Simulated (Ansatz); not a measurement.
[SiH3···H···O], triplet along the distance Si1-H5

Starting geometry:

| atom | x (Å) | y (Å) | z (Å) |
| --- | --- | --- | --- |
| Si | -1.0438 | 0.0000 | 0.0000 |
| H | -1.5386 | 1.3997 | 0.0000 |
| H | -1.5386 | -0.6999 | 1.2122 |
| H | -1.5386 | -0.6999 | -1.2122 |
| H | 0.4409 | 0.0000 | 0.0000 |
| O | 2.0952 | 0.0000 | 0.0000 |

From there H5 is moved from one fragment to the other while all else, the fragments' distance too, stays fixed, so the hump isn't the reaction's barrier; atoms are numbered as listed. Energies are in kJ/mol, counted from the starting geometry at the same level.

Basis cc-pVDZ; Ansatz 0.2.0. Correlated methods freeze the noble-gas cores. R marks a restricted (for open shells ROHF) determinant, U an unrestricted one.

Full CI isn't at hand for all of this; UCCSDT(Q) serves as the reference, and is uncertain by about the last step of the cluster series. The frozen core follows each run's orbitals, which can shift R against U totals by a few meV.

```tsv
distance Si1-H5 (Å)	RCCSD
1.381	6.3
1.485	0.0
1.580	9.9
1.674	25.0
1.769	35.8
1.864	32.8
1.959	13.5
2.054	-11.6
2.149	-26.0
```

Task: Estimate the UCCSDT(Q) curve in cc-pVDZ from this one, knowing how RCCSD errs.

Result: The computed UCCSDT(Q) values, in kJ/mol from the starting point, and the error of RCCSD against them:
| distance Si1-H5 (Å) | UCCSDT(Q) | RCCSD less UCCSDT(Q) |
| --- | --- | --- |
| 1.381 | 7.3 | -0.9 |
| 1.485 | 0.0 | 0.0 |
| 1.580 | 8.6 | 1.3 |
| 1.674 | 22.0 | 3.1 |
| 1.769 | 30.7 | 5.1 |
| 1.864 | 26.4 | 6.3 |
| 1.959 | 8.3 | 5.2 |
| 2.054 | -15.2 | 3.6 |
| 2.149 | -28.1 | 2.2 |

The error spans 7.3 kJ/mol and is largest, 6.3 kJ/mol, at 1.864 Å.
